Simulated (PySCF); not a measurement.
Relative stability

The two ends of one reaction step of Si2H6O, singlet (PBE0-D4/def2-TZVP).

A:

```xyz
9
angstrom
Si -0.5658 0.6960 0.0494
Si 1.2783 -0.7329 0.1990
H -0.1942 1.9572 -0.6578
O -1.7448 -0.1246 -0.7701
H -1.0321 1.0924 1.4113
H 0.9262 -1.9726 0.9416
H 1.7710 -1.1038 -1.1542
H 2.3715 -0.0334 0.9295
H -2.5841 0.3180 -0.9037
```

B:

Si1  (0.777, 1.348, 0.125)
Si2  (0.705, -0.985, 0.601)
H3  (-1.153, 1.709, -1.550)
O4  (-0.608, 0.941, -1.346)
H5  (-0.383, 1.514, 1.111)
H6  (-0.632, -1.493, 0.106)
H7  (1.718, -1.841, -0.079)
H8  (0.764, -1.303, 2.057)
H9  (-1.188, 0.218, -1.065)
(Å)

Computed with PySCF 2.14 with density fitting (its default auxiliary sets; JK sets also for MP2 and CCSD(T)) (basis: def2-TZVPP); correlated methods freeze the cores. B3LYP uses VWN-RPA correlation.

(1) Which structure is lower at CCSD(T), and by how much? (To be estimated.)

The T1 diagnostic stays at or below 0.014.

Answers

(1) Computed: A, by 55.04 kcal/mol (electronic energy, against the other). By their contacts, A is Si₂H₆O ([OH][SiH2][SiH3]) and B is Si₂H₆O ([OH2][SiH][SiH3]).

All methods give the same order:

```tsv
method	E(B) − E(A) (kcal/mol)
SPW92	49.30
PBE-D4	50.29
r2SCAN-D4	56.40
PBE0-D4	53.46
B3LYP-D4	54.72
BHLYP-D4	58.26
wB97M-V	52.71
HF	63.10
MP2	57.79
CCSD	56.13
CCSD(T)	55.04
```

Labels in which every atom is bracketed show which atoms are joined, not bond orders.

For scale, one of the runs: CCSD(T)/def2-TZVPP, 199 basis functions, launched by `OMP_NUM_THREADS=4 python run.py`. Hardware: 4 CPU threads of an Arm Neoverse V1, shared host. Wall time 4.8 min; peak host memory 2.1 GiB.
